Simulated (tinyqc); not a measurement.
Harmonic frequencies on the UHF/sto-3g surface (energies and gradients from PySCF), for H2O+, spin multiplicity 2, step by step. One step of it, computed by the program tinyqc.

Problem. Normal modes. Diagonalise H_ij / sqrt(m_i m_j); the 6 smallest eigenvalues belong to translations and rotations; wavenumber = sqrt(eigenvalue / 1822.888) x 219474.63; each mode has its largest component positive (the first on a tie); zero-point energy = sum of wavenumbers / 2, with 349.755 1/cm per kcal/mol.

Hessian (symmetrised) (hartree/bohr^2):
```
             1Ox          1Oy          1Oz          2Hx          2Hy          2Hz          3Hx          3Hy
1Ox   0.00048428  -0.01861673   0.00076066  -0.00022560   0.00897715   0.00616080  -0.00025829   0.00963958
1Oy  -0.01861673   0.72391312  -0.00024257   0.00887766  -0.36233814  -0.25421701   0.00973907  -0.36157543
1Oz   0.00076066  -0.00024257   0.43565907   0.00468331  -0.19676372  -0.21745031  -0.00544397   0.19700629
2Hx  -0.00022560   0.00887766   0.00468331   0.00023912  -0.00947068  -0.00545503  -0.00001371   0.00059302
2Hy   0.00897715  -0.36233814  -0.19676372  -0.00947068   0.38346126   0.22545564   0.00049353  -0.02112290
2Hz   0.00616080  -0.25421701  -0.21745031  -0.00545503   0.22545564   0.19789060  -0.00070577   0.02876154
3Hx  -0.00025829   0.00973907  -0.00544397  -0.00001371   0.00049353  -0.00070577   0.00027180  -0.01023260
3Hy   0.00963958  -0.36157543   0.19700629   0.00059302  -0.02112290   0.02876154  -0.01023260   0.38269856
3Hz  -0.00692146   0.25445958  -0.21820973   0.00077172  -0.02869203   0.01956020   0.00614974  -0.22576772

             3Hz
1Ox  -0.00692146
1Oy   0.25445958
1Oz  -0.21820973
2Hx   0.00077172
2Hy  -0.02869203
2Hz   0.01956020
3Hx   0.00614974
3Hy  -0.22576772
3Hz   0.19865002
```

masses (u): 1O 15.994915, 2H 1.007825, 3H 1.007825

Give: eigenvalues of the mass-weighted Hessian; harmonic wavenumbers of the vibrations; mass-weighted modes; zero-point energy.

Solution.

eigenvalues of the mass-weighted Hessian (hartree/(bohr^2 u)): 0.000  0.000  0.000  0.000  0.000  0.000  0.100  0.544  0.582

harmonic wavenumbers of the vibrations (1/cm): 1629.3  3792.3  3921.6

mass-weighted modes:
```
     mode 1  mode 2  mode 3
1Ox   0.000   0.000   0.007
1Oy   0.000   0.000  -0.279
1Oz  -0.275  -0.190   0.000
2Hx   0.011  -0.014  -0.014
2Hy  -0.401   0.583   0.555
2Hz   0.549   0.378   0.390
3Hx  -0.009   0.016  -0.015
3Hy   0.402  -0.581   0.555
3Hz   0.548   0.378  -0.391
```

zero-point energy = 13.357 kcal/mol
